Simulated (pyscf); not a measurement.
HN=Si: [singlet] + HF → HN=SiH–F, an insertion (singlet surface; F–H broken, F–Si, H–Si formed). PySCF, gas phase, ωB97X-D3(BJ)/def2-SVP geometries. Correlated levels are frozen-core, on RHF or UHF. ΔMP2 is the change of the MP2 total energy from the triple- to the quadruple-zeta basis. Energies in kJ/mol from the separated reactants.

Small-basis levels: PySCF, no dispersion term, spherical d functions. AM1 to PM7: differences of heats of formation from MOPAC. GFN2-xTB: tblite. Cost: rough CPU time at the saddle relative to B3LYP/6-31G*, from one job on a shared machine.

```json
[
 {"level": "HF/STO-3G", "barrier": "361.8", "reaction energy": "-70.4", "cost": "0.08"},
 {"level": "HF/3-21G", "barrier": "236.3", "reaction energy": "-84.1", "cost": "0.1"},
 {"level": "HF/6-31G*", "barrier": "230.9", "reaction energy": "-157.4", "cost": "0.1"},
 {"level": "BP86/6-31G*", "barrier": "100.7", "reaction energy": "-168.1", "cost": "1"},
 {"level": "B3LYP/STO-3G", "barrier": "151.8", "reaction energy": "-132.9", "cost": "0.6"},
 {"level": "B3LYP/LANL2DZ", "barrier": "173.4", "reaction energy": "-50.5", "cost": "0.7"},
 {"level": "M06-2X/6-31G*", "barrier": "152.0", "reaction energy": "-161.5", "cost": "2"},
 {"level": "B3LYP/6-311+G**", "barrier": "174.6", "reaction energy": "-106.6", "cost": "1"},
 {"level": "GFN2-xTB", "barrier": "51.8", "reaction energy": "-314.3", "cost": "under 0.02"},
 {"level": "AM1", "barrier": "234.8", "reaction energy": "-150.4", "cost": "under 0.02"},
 {"level": "PM6", "barrier": "46.3", "reaction energy": "-273.3", "cost": "under 0.02"},
 {"level": "PM7", "barrier": "86.2", "reaction energy": "-302.3", "cost": "under 0.02"},
 {"level": "CCSD(T)/def2-TZVPP + ΔMP2(QZVPP)", "barrier": "175.0", "reaction energy": "-137.4", "cost": "–"}
]
```

Against the last row the barrier runs from -128.8 (PM6) to +186.8 kJ/mol (HF/STO-3G). CCSD(T)/def2-TZVPP + ΔMP2(QZVPP) has limits of its own. The same reactants have a lower exit, to H₂N–Si:–F [singlet] (barrier -6.4 kJ/mol at ωB97M-D3(BJ), against +157.8 kJ/mol here). HN=SiH–F lies 107.8 kJ/mol over its isomer H₂N–Si:–F [singlet] (electronic energy, ωB97M-D3(BJ)). One saddle was located; it need not be the lowest between these sides. The CCSD(T) − MP2 part came from Ansatz, without density fitting, on the same reference.
